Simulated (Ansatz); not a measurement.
# CH radical: how energies converge with the basis set

The task here is to estimate one member of a computed series from the others.

Method: one geometry, several basis sets; program: Ansatz 0.2.0, Gaussian basis.

The runs, in order: PBE0-D4/def2-SVP; ωB97M-V/def2-SVP; PBE0-D4/def2-QZVPP; ωB97M-V/def2-QZVPP; CCSD(T)/cc-pV(D+d)Z; CCSD(T)/cc-pV(T+d)Z; CCSD(T)/cc-pV(Q+d)Z; the functionals' def2-TZVPP values are taken from earlier runs.

## Structure used throughout

All runs share one geometry, relaxed beforehand with PBE0-D4 in a triple-zeta def2 set.

SMILES `[CH]`, 2 atoms, charge 0, spin multiplicity 2.

Atoms are counted from 1 here; the program's logs count them from 0.

Bond lengths: C1–H2 1.123 Å.

Set-up of the first run:

Contents of in.yaml:

```yaml
crystal:
  periodic: [false, false, false]
  atoms:
    - {symbol: C, position_ang: [0.000000, -0.000000, 0.161066]}
    - {symbol: H, position_ang: [-0.000000, 0.000000, -0.961438]}
basis:
  gaussian: {orbitals: def2-SVP}
magnetization: {spin_polarized: true, initial_magnetization: 1}
hamiltonian: {xc: pbe0, dispersion: d4}
output: {orbitals: {seedname: orbitals}}
```

Launch:

```
> ansatz run in.yaml --threads 2 --pin off --events-out ev --progress --plain --max-ram 20480MiB --backend cpu
```

Steps of the session up to this table: PBE0-D4 in def2-SVP; ωB97M-V in def2-SVP; PBE0-D4 in def2-QZVPP; ωB97M-V in def2-QZVPP.

One table of the session follows, with a row left open; its other results are not shown here.

It belongs to the step «Density functionals: the series». 

| functional | basis | HOMO (eV) | LUMO (eV) |
| --- | --- | --- | --- |
| PBE0-D4 | def2-SVP | -7.29 | -3.46 |
| PBE0-D4 | def2-TZVPP | ? | ? |
| PBE0-D4 | def2-QZVPP | -7.41 | -3.68 |
| ωB97M-V | def2-SVP | -9.36 | -1.18 |
| ωB97M-V | def2-TZVPP | -9.51 | -1.44 |
| ωB97M-V | def2-QZVPP | -9.52 | -1.49 |

Q: Estimate the row for PBE0-D4, def2-TZVPP from the others.

**Answer.** HOMO (eV): -7.40; LUMO (eV): -3.66. In the column «HOMO (eV)» it lies between PBE0-D4, def2-QZVPP (-7.41) and PBE0-D4, def2-SVP (-7.29).
